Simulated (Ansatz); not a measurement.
```yaml
crystal:
  periodic: [false, false, false]
  atoms:
    - {symbol: h, position_ang: [0.000000, 0.000000, 0.003049]}
    - {symbol: F, position_ang: [-0.000000, -0.000000, 1.271351]}
basis:
  gaussian: {orbitals: pcseg-2}
magnetization: {spin_polarized: true, initial_magnetization: 1}
hamiltonian: {xc: {name: PBE-QIDH}}
output: {forces: true}
```

```sh
$ ansatz run in.yaml --threads 2 --pin off --events-out ev --progress --plain --max-ram 32768MiB --backend cpu
```

Task: How does Ansatz answer? (Estimate.)

Result: Ansatz gave: The program refused the input.
```
Error: YAML parse error: error: line 4 column 16: `h` is not an element symbol (H … Og, case-exact)
 --> <input>:4:16
2 |   periodic: [false, false, false]
3 |   atoms:
4 |     - {symbol: h, position_ang: [0.000000, 0.000000, 0.003049]}
5 |     - {symbol: F, position_ang: [-0.000000, -0.000000, 1.271351]}
6 | basis:
```
